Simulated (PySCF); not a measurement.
This PySCF input (HF/aug-cc-pVQZ) gives -113.92168 Eh with 252 basis functions.

```python
import numpy as np, basis_set_exchange as bse
from pyscf import gto, scf, dft, df

basis = {'C': gto.basis.parse(bse.get_basis('aug-cc-pVQZ', elements=['C'], fmt='nwchem')), 'H': gto.basis.parse(bse.get_basis('aug-cc-pVQZ', elements=['H'], fmt='nwchem')), 'O': gto.basis.parse(bse.get_basis('aug-cc-pVQZ', elements=['O'], fmt='nwchem'))}
mol = gto.M(
    atom='''
    O    -0.00091616   -0.01015443    0.67280603
    C     0.00071614    0.00793741   -0.52591197
    H    -0.00265489    0.95544190   -1.09932737
    H     0.00568738   -0.92183092   -1.12764904
    ''',
    basis=basis,
    charge=0,
    verbose=4,
    max_memory=2160,
)
mf = scf.RHF(mol)
mf = mf.density_fit(auxbasis=df.autoaux(mol))
mf.conv_tol = 1e-9
mf.max_cycle = 100
print('smallest overlap eigenvalue', np.linalg.eigvalsh(mol.intor('int1e_ovlp'))[0])
mf.kernel()
dip = mf.dip_moment()
```

Change:
```diff
- basis = {'C': gto.basis.parse(bse.get_basis('aug-cc-pVQZ', elements=['C'], fmt='nwchem')), 'H': gto.basis.parse(bse.get_basis('aug-cc-pVQZ', elements=['H'], fmt='nwchem')), 'O': gto.basis.parse(bse.get_basis('aug-cc-pVQZ', elements=['O'], fmt='nwchem'))}
+ basis = {'C': gto.basis.parse(bse.get_basis('cc-pVTZ', elements=['C'], fmt='nwchem')), 'H': gto.basis.parse(bse.get_basis('cc-pVTZ', elements=['H'], fmt='nwchem')), 'O': gto.basis.parse(bse.get_basis('cc-pVTZ', elements=['O'], fmt='nwchem'))}
```

Q: What does the run give now?

A: -113.91208 Eh (HF/cc-pVTZ, 88 functions), a change of +9.60 mEh.
